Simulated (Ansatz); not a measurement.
# Ga3I2: from a trial structure to a relaxed crystal

Computed with Ansatz, DFT PBE, scalar-relativistic, plane waves, PAW. Cutoff 420 eV, Γ-centred k mesh, Gaussian smearing, no spin polarisation in the final step.

The start is a random cell of Ga3I2 with space group P-6m2 (No. 187), drawn with lower limits on the distances.

```yaml
crystal:
  lattice:
    - [5.21419, 0.00000, 0.00000]
    - [-2.60709, 4.51562, 0.00000]
    - [0.00000, 0.00000, 6.29248]
  atoms:
    - { symbol: Ga, position: [0.50000, 0.00000, 0.50000] }
    - { symbol: Ga, position: [0.00000, 0.50000, 0.50000] }
    - { symbol: Ga, position: [0.50000, 0.50000, 0.50000] }
    - { symbol: I, position: [0.66667, 0.33333, 0.20808] }
    - { symbol: I, position: [0.66667, 0.33333, 0.79192] }
```

Cell and atoms relax at zero pressure; the relaxation can't lower the symmetry of the start. After a coarse first stage the cell is made exact in the group found at 0.06 Å.

Energies over the elements count from the elements' standard structures at the same level, with no empirical corrections.

Task: What does it relax into?

Result: It keeps P-6m2 (No. 187). Conventional cell: a = 5.411 Å, c = 8.965 Å. Ga has 4 Ga at 2.70–2.71 Å and 2 I at 3.11 Å; I has 3 Ga at 3.11 Å and 1 I at 3.59 Å.

```cif
data_structure
_symmetry_space_group_name_H-M 'P-6m2'
_symmetry_Int_Tables_number 187
_cell_length_a 5.4108
_cell_length_b 5.4108
_cell_length_c 8.9650
_cell_angle_alpha 90.000
_cell_angle_beta 90.000
_cell_angle_gamma 120.000
_cell_volume 227.30
loop_
_atom_site_label
_atom_site_type_symbol
_atom_site_symmetry_multiplicity
_atom_site_Wyckoff_symbol
_atom_site_fract_x
_atom_site_fract_y
_atom_site_fract_z
_atom_site_occupancy
Ga1 Ga 3 k 0.49974 0.99948 0.50000 1
I1 I 2 i 0.66667 0.33333 0.20016 1
```

Task: What are its volume, energy, density and gap?

Result: The volume per atom is 45.46 Å³, the density is 3.38 g/cm³ and the energy over the elements is 0.02 eV/atom. The gap on the 12×12×4 mesh is 0 eV (a metal).

The final run used a 12×12×4 mesh on its 5-atom cell and 0.10 eV smearing. The k mesh leaves about 4 meV/atom of noise in metals. Spin–orbit coupling is left out. A structure relaxed within its symmetry needn't be a true minimum.

Cost: 2 runs of about 3.3 core-minutes in all, on Intel Xeon 6975P-C (Granite Rapids) (shared hosts).